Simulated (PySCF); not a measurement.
One ligand Y is varied and pulled off as a radical: Zn(NH2)1–Y. All species are isolated molecules in the gas phase. One relaxed conformer stands for each flexible species; it need not be the lowest. Multiplicities are imposed; where one is given, others were not computed. Strings in code marks are SMILES.

These are TPSS-D3(BJ)/def2-TZVP // TPSS-D3(BJ)/def2-SVP (PySCF) values and carry that method's errors. All candidates: neutral, multiplicity 2. 

```yaml
highest_occupied_spin_orbital: -6.25 eV
dipole_moment: 0.87 D
```

Which member has these values?
A. `[OH]`
B. `[SH]`
C. `C[N]C`
D. `C[O]`

B, `[SH]`. The others give `C[O]`: -6.16 eV, 2.05 D; `[OH]`: -7.32 eV, 1.73 D; `C[N]C`: -5.79 eV, 1.69 D
